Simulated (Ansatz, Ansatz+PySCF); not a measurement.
```yaml
atoms:
  - { symbol: H, position_ang: [0.0000, 0.0000, -1.4961] }
  - { symbol: C, position_ang: [0.0000, 0.0000, -0.4738] }
  - { symbol: O, position_ang: [0.0000, 0.0000, 0.5423] }
```

RHF on singlet CHO(+) was run in several spherical basis sets with Ansatz (development build ahead of 0.2.0). Caution for RHF: no unrestricted run beside it, a lower state can exist.

Q: Rank the basis sets by the total energy that they give, lowest first, with the distance from the lowest.
A. 6-31G
B. 6-31G(d)
C. def2-SVP
D. cc-pVTZ
E. def2-TZVP
F. cc-pVDZ
G. STO-3G

A: E (0.00 eV), D (0.14 eV), F (1.13 eV), B (1.57 eV), A (3.69 eV), C (3.93 eV), G (42.53 eV).

Totals follow the description of the cores as much as that of the bonds, so this order isn't one of quality for chemistry.
